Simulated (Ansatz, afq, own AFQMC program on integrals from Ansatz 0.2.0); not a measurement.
# Where AFQMC and coupled cluster stand for CH4, singlet

| atom | x (Å) | y (Å) | z (Å) |
| --- | --- | --- | --- |
| C | 0.0000 | 0.0000 | 0.0000 |
| H | 0.6280 | 0.6300 | 0.6292 |
| H | -0.6316 | -0.6267 | 0.6289 |
| H | -0.6266 | 0.6282 | -0.6325 |
| H | 0.6301 | -0.6314 | -0.6257 |

Basis 6-31G. Noble-gas cores (and the filled d shells of Ga–Kr and In–Xe) are frozen. AFQMC by an in-house program on the Cholesky factors that Ansatz 0.2.0 writes for its CCSD(T) run. The CISD trial takes its coefficients from CCSD amplitudes. Released means that phaseless walkers are propagated on without the constraint, phases kept. Free AFQMC starts from the CCSD state and is never constrained. Its projection time is finite, and what remains of the start isn't in its error. Uncertainties: one standard error, sampling alone.

Determinant: RHF, the one that the program's search chose, which needn't be the lowest solution. The geometry is a PBE0/def2-TZVP stationary point of this or a neighbouring charge and spin state.

Full CI on the same integrals is exact in this basis and with this determinant's frozen core.

The T1 diagnostic is 0.0037 and the weight of the determinant in the CISD state is 0.947. The size of the correlated space is 8 electrons in 16 orbitals.

Reference: full CI, correlation energy -3.256 eV. The released energy is read at 2.40 1/Eh (meV from the phaseless value at times in 1/Eh: 6 ± 3 at 0.24, 3.2 ± 2.3 at 0.51, 6.1 ± 2.2 at 0.99, 0 ± 3 at 1.62, 0 ± 3 at 2.40).

| level | E − E(reference) (kJ/mol) | share of correlation (%) |
| --- | --- | --- |
| HF | 314.2 | 0.00 |
| MP2 | 55.2 | 82.43 |
| CCSD | 5.0 | 98.41 |
| CCSD(T) | 0.8 | 99.75 |
| CCSDT | 0.2 | 99.93 |
| CCSDT(Q) | 0.0 | 100.00 |
| CCSDTQ | 0.0 | 99.99 |
| ph-AFQMC/HF | -2.0 ± 2.6 | 100.63 |
| ph-AFQMC/CISD | -0.6 ± 0.4 | 100.20 |
| released AFQMC | -0.7 ± 0.3 | 100.21 |
| free AFQMC | 0.3 ± 0.4 | 99.90 |

CCSDT and higher add their correlation energy to the determinant of the CCSD(T) run, since their own runs factorise the integrals more tightly (a shift of under 2 meV). Free projections are given only where their last times agree within the noise and don't stop above the reference; a slow remainder of the start can still hide under it. A walk keeps the symmetry of its determinant, which the program's search chose and which needn't be the lowest solution, so a lower state of the same spin and another symmetry isn't excluded. Released energies are given only where the last usable release times agree within the noise; a slower fall can still hide under it.
